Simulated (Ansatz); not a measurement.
```yaml
crystal:
  periodic: [false, false, false]
  atoms:
    - {symbol: Na, position_ang: [0.390115, 1.508673, -1.409474]}
    - {symbol: Na, position_ang: [-0.401793, -1.593348, 1.395787]}
    - {symbol: O, position_ang: [0.009480, 0.051960, 0.043001]}
basis:
  gaussian: {orbitals: cc-pVDZ}
total_charge: 1
magnetization: {spin_polarized: true, initial_magnetization: 1}
hamiltonian: {xc: {name: wB97X}}
scf: {omitted_lower_state_checks: [starts]}
output: {forces: true}
```

```sh
$ ansatz run in.yaml --threads 4 --pin off --events-out ev --progress --plain --max-ram 3916MiB
```

Shortened log:

```
Functional definition: wB97X
  name "wB97X"
  cite "Chai & Head-Gordon, J. Chem. Phys. 128, 084106 (2008) doi:10.1063/1.2834918"
  cite "Becke, J. Chem. Phys. 107, 8554 (1997) doi:10.1063/1.475007"
  parameter omega = 0.3/bohr
  parameter cx = 0.157706
  parameter cx1 = 0.726479
  parameter cx2 = 1.04760
  parameter cx3 = -5.70635
  parameter cx4 = 13.2794
  parameter css1 = -4.33879
  parameter css2 = 18.2308
  parameter css3 = -31.7430
  parameter css4 = 17.2901
  parameter cos1 = 2.37031
  parameter cos2 = -11.3995
  parameter cos3 = 6.58405
  parameter cos4 = -3.78132
  # The coefficients of nought are those of the uniform gas.
  exchange = spin_sum(e_x_unif_sr(omega)*poly(b97_u_x, 1 - cx, cx1, cx2, cx3, cx4)) + cx*exact_x_sr(omega)
      + exact_x_lr(omega)
  correlation = spin_sum(e_c_pw_same_spin*poly(b97_u_same, 1, css1, css2, css3, css4))
      + integral(e_c_pw_opposite_spin*poly(b97_u_opposite, 1, cos1, cos2, cos3, cos4))
these checks for a lower state are left out or cut short: starts
467 factors; integrals over basis functions are off by at most 4.9e-4 eV
207 factors; integrals over basis functions are off by at most 3.7e-5 eV
mean field evaluation 1: about -10861.5864 eV, gradient 5.4e1 eV
mean field evaluation 2: about -10848.9600 eV, gradient 7.4e1 eV
mean field evaluation 4: about -10873.4840 eV, gradient 4.0e-1 eV
mean field evaluation 8: about -10873.5003 eV, gradient 1.4e-2 eV
mean field evaluation 16: about -10873.5003 eV, gradient 4.8e-5 eV
mean field -10873.50032454 eV, -399.5937666036 hartree, gradient 6.2e-11 eV, S^2 0.753551; 0 other end points of the search recorded, 0 dependent functions left out
the calculation of the forces begins
reference -10873.50028077 eV, -399.5937649951 hartree; 15, 14 occupied and 35, 36 virtual orbitals, 467 factors
Total energy: -10873.50028077 eV, -399.5937649951 hartree
Atom 0 at     0.390115     1.508673    -1.409474 Å, force     0.047920     0.192756    -0.154431 eV/Å
Atom 1 at    -0.401793    -1.593348     1.395787 Å, force     0.039445     0.166466    -0.103435 eV/Å
Atom 2 at     0.009480     0.051960     0.043001 Å, force    -0.087365    -0.359222     0.257866 eV/Å
Dipole moment:    -0.016087    -0.098221    -0.049909 e Å
Checks for a lower state left out: starts
```

Run time 13 s (4 threads of Arm Neoverse V1 on a shared host).

The dipole of an ion depends on the origin.
